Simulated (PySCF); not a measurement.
From one molecule to another.

First species: B(NH2)3.
SMILES: `NB(N)N`

Second species: sodium diatomic, Na2.
Cartesian coordinates in Å at the PBE0-D3(BJ)/def2-SVP level; atoms count from 1:
```
atom  x, y, z in Å
Na1    1.5874   -0.0871    0.0087
Na2   -1.5377   -0.0006   -0.0309
```

Levels: CAM-B3LYP/def2-SVPD for HOMO energy, LUMO energy, HOMO–LUMO gap and static isotropic polarisability; TDDFT CAM-B3LYP/def2-SVPD for lowest singlet excitation; TDA CAM-B3LYP/def2-SVPD for lowest triplet excitation (Tamm–Dancoff). Geometries: PBE0-D3(BJ)/def2-SVP. All species are isolated and taken at one optimised geometry, non-relativistic unless stated. Electronic properties by PySCF.

**Question.** Which has the higher static isotropic polarisability?

**Answer.** The second: 234.5 au against 41.3 au, a difference of 193.2 au.

**Question.** Which has the higher HOMO energy?

**Answer.** The second: -4.34 eV against -8.16 eV, a difference of 3.82 eV.

**Question.** Which of the two has the higher S1 energy, and by how much?

**Answer.** The first: 5.87 eV against 2.09 eV, a difference of 3.78 eV.

**Question.** Which has the higher LUMO energy?

**Answer.** The first: 0.81 eV against -0.76 eV, a difference of 1.57 eV.

**Question.** Which has the higher HOMO–LUMO gap?

**Answer.** The first: 8.97 eV against 3.58 eV, a difference of 5.39 eV.

**Question.** Which has the higher T1 energy?

**Answer.** The first: 5.64 eV against 0.96 eV, a difference of 4.68 eV.

On the first: No computed singlet falls in the visible range (750 to 380 nm, 1.65 to 3.26 eV); S1 lies 2.61 eV above its blue end. The vertical singlet–triplet gap S1 − T1 is 0.23 eV (TDDFT singlet less Tamm–Dancoff triplet).

On the second: In wavenumbers S1 is 16900 cm⁻¹ (1 eV = 8065.54 cm⁻¹). The polarisability is 34.74 Å³ as a volume (1 au = 0.148185 Å³), or 10.66 au for each of the 22 electrons.
